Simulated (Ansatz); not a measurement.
**Solid chlorine**

Calculation: r²SCAN in Ansatz (plane waves, PAW).

Numerical settings: plane-wave cutoff 500 eV, 8×8×4 k mesh (along the axes of the cell as run), gaussian smearing 0.02 eV, scalar-relativistic PAW data made under PBE.

Cell (relaxed at this level):

```cif
data_Cl8
_chemical_formula_sum 'Cl8'
_space_group_name_H-M_alt 'Cmce'
_space_group_IT_number 64
_space_group_name_Hall '-C 2ac 2'
_cell_length_a 6.53625
_cell_length_b 4.13395
_cell_length_c 8.27442
_cell_angle_alpha 90.000
_cell_angle_beta 90.000
_cell_angle_gamma 90.000
loop_
_atom_site_label
_atom_site_type_symbol
_atom_site_symmetry_multiplicity
_atom_site_Wyckoff_symbol
_atom_site_fract_x
_atom_site_fract_y
_atom_site_fract_z
_atom_site_occupancy
Cl1 Cl 8 f 0.00000 0.11929 0.10590 1
```
(The calculation used a cell of 4 atoms; values per cell refer to that cell.)

For solid chlorine, the band gap comes out as 2.64 eV (on the SCF k mesh).

Note: the cell comes from a level without a dispersion term, which matters for the spacing of layers, chains or molecules.

Cost on a shared machine: about 2.6 core-minutes (a rough figure).

Ansatz is a first-principles code.
